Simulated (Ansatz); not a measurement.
hcp Ti was calculated with HSE06 (Ansatz, a first-principles code, PAW).

Run with plane-wave cutoff 500 eV, 8×6×1 k mesh (along the axes of the cell as run), Fermi–Dirac smearing 0.1 eV, scalar-relativistic PAW data made under PBE.

The cell is the one relaxed with r²SCAN.

What does this level give for the surface energy of the (10-10) face and work function of the (10-10) face?


* **surface energy of the (10-10) face**: 2.55 J/m²
* **work function of the (10-10) face**: 3.27 eV

Note: exact exchange on metals is sensitive to the k mesh and can open a false gap; the run warned that the count of filled bands differs between k points.

The slab of 8 atoms is relaxed and unreconstructed.

Static lattice: no zero-point or thermal effects.
